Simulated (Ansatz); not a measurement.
CaB6-type LaB6, treated with r²SCAN+SOC (plane waves, PAW; Ansatz, a quantum-chemistry and plane-wave program).

Run with plane-wave cutoff 560 eV, 14×14×14 k mesh, Fermi–Dirac smearing 0.05 eV, PAW data made under PBE.

Results at a series of volumes:

| V (Å³/atom) | E − E_lowest (meV/atom) | P (GPa) |
|---|---|---|
| 9.821 | 9.74 | 7.89 |
| 10.026 | 2.35 | 3.75 |
| 10.230 | 0.00 | -0.02 |
| 10.435 | 2.24 | -3.45 |
| 10.640 | 8.67 | -6.57 |

Task: Estimate the bulk modulus from the pressures at 10.026 and 10.435 Å³/atom, and compare it with a fit to all energies.

Result: B = −V dP/dV. Between V = 10.026 and 10.435 Å³/atom, dP/dV = (-3.45 − (3.75))/(10.435 − 10.026) = -17.6 GPa per Å³/atom; at the midpoint 10.230 Å³/atom this gives B ≈ 180 GPa. The third-order Birch–Murnaghan fit gives V0 = 10.229 Å³/atom, B0 = 180 GPa, B′ = 3.7, which lies within 1 % of that estimate.

Shape and atoms are relaxed at each volume.

Measured, for comparison: bulk modulus 164 ± 2 GPa (room temperature, not corrected to a static lattice, isothermal; as tabulated in LaB6 under pressure, Phys. Rev. B 80, 172104 (doi 10.1103/PhysRevB.80.172104)); equilibrium volume per atom 10.26 Å³/atom (296 K, not corrected to a static lattice; as tabulated in Tsubota and Kitagawa (2017), doi:10.1038/s41598-017-15766-y). Computed (rounded) less measured: bulk modulus +10 %, equilibrium volume per atom -0.3 %. A static lattice is as a rule a little smaller and stiffer than an uncorrected measurement, which narrows the difference in the bulk modulus and would widen misses of the other sign.

Note: the bulk modulus comes from volumes at which shape and atoms were relaxed.

The computed numbers hold no vibrational or temperature effects.
